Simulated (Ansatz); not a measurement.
# C4H10N (charge +1): ranking of conformers

The task is a ranking of conformers, for C4H10N (charge +1).

Program: Ansatz 0.2.0, driven from Python. Level of theory: Hartree-Fock/6-31G*. These are calculated values, not measurements.

### 1 The system

The script builds its own geometries from the SMILES C=CC[NH2+]C.

The script holds or builds the structure itself.

### 2 Script

Input file conformers_c4h10n.py:

```python
'''Rank force-field conformers of C4H10N(+) by single points.'''

import ansatz
from rdkit import Chem
from rdkit.Chem import AllChem

config = {
    'basis_set': '6-31G*',
    'xc': 'hf',
    'charge': 1,
}

rd = Chem.AddHs(Chem.MolFromSmiles('C=CC[NH2+]C'))
ids = list(AllChem.EmbedMultipleConfs(rd, numConfs=20, randomSeed=31, pruneRmsThresh=0.4))
field = [energy for _, energy in AllChem.MMFFOptimizeMoleculeConfs(rd)]
distinct = {round(e, 2): i for i, e in zip(ids, field)}
chosen = sorted(distinct.items())[:4]
found = []
for force_field, index in chosen:
    system = ansatz.Crystal.molecule()
    for atom, xyz in zip(rd.GetAtoms(), rd.GetConformer(index).GetPositions()):
        system = system.atom(atom.GetSymbol(), xyz.round(5).tolist())
    calculation = (
        system.calculation()
        .basis(gaussian=config['basis_set'])
        .functional(config['xc'])
        .charge(config['charge'])
    )
    found.append(calculation.run(threads=1, pin='off').report['free_energy_ev'])
print('conformer   MMFF (kcal/mol)   this level (kJ/mol)')
for (force_field, index), e in zip(chosen, found):
    print(f'{index:9d} {force_field - chosen[0][0]:17.2f} {96.485332 * (e - min(found)):17.3f}')
```

### 3 The run

The run is started by

```console
> python conformers_c4h10n.py
```

**Question.** What results will this script give? Wanted: lowest; next above it by.

**Answer**, as computed:

| quantity | value |
| --- | --- |
| runs compared | 4 |
| lowest | run 2 |
| next above it by | 0.022 eV |

What this shows: The structures are force-field minima, not relaxed at this level. Of those tried, run 2 is lowest; run 4 lies 0.022 eV above it. The conformers keep their force-field geometries.
